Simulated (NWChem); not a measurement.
pyrrole (C₄H₅N); SMILES c1cc[nH]c1

```xyz
10

C      0.0000     0.7108    -0.9829
C      0.0000    -0.7108    -0.9829
C      0.0000    -1.1192     0.3342
N      0.0000     0.0000     1.1172
C      0.0000     1.1192     0.3342
H      0.0000     1.3653    -1.8525
H      0.0000    -1.3653    -1.8525
H      0.0000    -2.1156     0.7708
H      0.0000     0.0000     2.1269
H      0.0000     2.1156     0.7708
```
Atoms are numbered in this order, from 1.

All runs: NWChem. Medium grid unless said otherwise, to which SCAN and Minnesota functionals are sensitive. Geometry: optimised at PBE0/def2-SVP. Total energies of different functionals are on different scales.

| level | energy (Ha) | highest occupied level (eV) | orbital gap (eV) | dipole (D) |
|---|---|---|---|---|
| PBE/def2-TZVP | -209.9826 | -5.08 | 5.15 | 1.95 |
| B3LYP/def2-TZVP | -210.2530 | -5.88 | 6.61 | 1.94 |
| r2SCAN/def2-TZVP | -210.1261 | -5.22 | 5.51 | 1.96 |
| TPSSh/def2-TZVP | -210.2639 | ___ | ___ | 1.95 |
| LDA (Slater exchange, VWN5)/def2-TZVP | -208.3838 | -5.28 | 5.13 | 1.97 |

Problem. Some entries are withheld; supply them.

Solution. 
- TPSSh/def2-TZVP, highest occupied level (eV): -5.45
- TPSSh/def2-TZVP, orbital gap (eV): 6.08
